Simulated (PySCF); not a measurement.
# Electric properties by functional and basis

C5H10O.
SMILES: `C=C(C)COC`

PySCF, dipoles from the SCF density, polarisabilities from static response with core orbitals frozen. Isolated species at its PBE0-D3(BJ)/def2-SVP geometry (one conformer only).

Question: How do dipole and polarisability depend on functional and basis here?

Answer: 

```csv
level,μ (D),α (au),anisotropy (au)
LDA/def2-SVPD,1.068,73.29,26.91
PBE/def2-SVPD,1.011,72.21,26.83
B3LYP/def2-SVPD,1.106,70.16,25.91
PBE0/def2-SVPD,1.104,69.40,25.75
BHandHLYP/def2-SVPD,1.198,67.72,25.24
HF/def2-SVPD,1.286,65.73,24.98
PBE0/6-31+G*,1.191,65.41,25.80
PBE0/aug-cc-pVDZ,1.047,71.41,26.31
```

The anisotropy is √(½[(α1 − α2)² + (α2 − α3)² + (α3 − α1)²]). The dipole runs from 1.01 D (PBE/def2-SVPD) to 1.29 D (HF/def2-SVPD). No reference polarisability is at hand; against PBE0 in the largest diffuse basis at hand (aug-cc-pVDZ) the other PBE0 rows deviate by 6-31+G* -8%, def2-SVPD -3%. In one basis (def2-SVPD) the functionals order the polarisability from HF (lowest) to LDA (highest), a spread of 11%.
